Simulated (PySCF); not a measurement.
AlF3, charge -1, multiplicity 2. Atoms are numbered in the order given.

```xyz
4

Al     0.0000     0.0000     0.0000
F     -1.7230     0.0000     0.0000
F      0.8615    -1.4921     0.0000
F      0.8615     1.4921     0.0000
```
Charge -1, spin multiplicity 2.

Geometry: TPSSh-D3(BJ)/def2-SVPD. A frequency run showed that this geometry is not a minimum. The spin state was assumed, not searched. The isomer is the one that the SMILES or the coordinates give; other isomers of the formula were not compared.

The numbers are results of PBE/def2-TZVPD (PySCF), not measurements.

Mulliken values depend strongly on the basis, most of all with diffuse functions as here. ESP charges are fitted to the potential on shells at 1.4 to 2.0 van der Waals radii. Atomic charges (e):

| atom | ESP fit | meta-Löwdin | Mulliken | Mulliken spin |
|---|---|---|---|---|
| Al1 | 0.37 | 0.79 | 0.11 | 0.96 |
| F2 | -0.45 | -0.60 | -0.37 | 0.01 |
| F3 | -0.46 | -0.60 | -0.37 | 0.01 |
| F4 | -0.46 | -0.60 | -0.37 | 0.01 |
